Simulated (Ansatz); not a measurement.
**What a trial cell of Au relaxes into**

These are results of DFT PBEsol, scalar-relativistic, plane waves, PAW in Ansatz 0.2.0, not measurements. Cutoff 420 eV, Γ-centred k mesh, Gaussian smearing, no spin polarisation in the final step.

The start puts Au on the omega structure type (P6/mmm, No. 191), at a guessed volume.

```xyz
3
Lattice="4.9205 0.0000 0.0000 -2.4602 4.2612 0.0000 0.0000 0.0000 3.0165" Properties=species:S:1:pos:R:3 pbc="T T T"
Au    0.0000    0.0000    0.0000
Au    0.0000    2.8408    1.5082
Au    2.4602    1.4204    1.5082
```

Cell and atoms relax at zero pressure; the relaxation can't lower the symmetry of the start. After a coarse first stage the cell is made exact in the group found at 0.06 Å.

Energies count from the standard state of Au at the same level.

Q: What does it relax into?

A: It keeps P6/mmm (No. 191). The result has the omega structure. Conventional cell: a = 4.663 Å, c = 2.765 Å. Around Au on Wyckoff site a (1 atom of the primitive cell) lie 2 Au at 2.77 Å and 12 Au at 3.03 Å; around Au on Wyckoff site d (2 atoms of the primitive cell) lie 5 Au at 2.69–2.77 Å and 6 Au at 3.03 Å.

```
Au
1.0
     4.66255    0.00000    0.00000
    -2.33128    4.03789    0.00000
     0.00000    0.00000    2.76517
Au
3
Direct
  0.00000 0.00000 0.00000
  0.33333 0.66667 0.50000
  0.66667 0.33333 0.50000
```

Q: What are its volume, energy, density and gap?

A: The volume per atom is 17.35 Å³ and the density is 18.85 g/cm³. The energy over the standard structure is 0.08 eV/atom and the gap on the 12×12×16 mesh is 0 eV (a metal).

The final run used a 12×12×16 mesh on its 3-atom cell and 0.10 eV smearing. The k mesh leaves about 4 meV/atom of noise in metals. Spin–orbit coupling is left out. A structure relaxed within its symmetry needn't be a true minimum.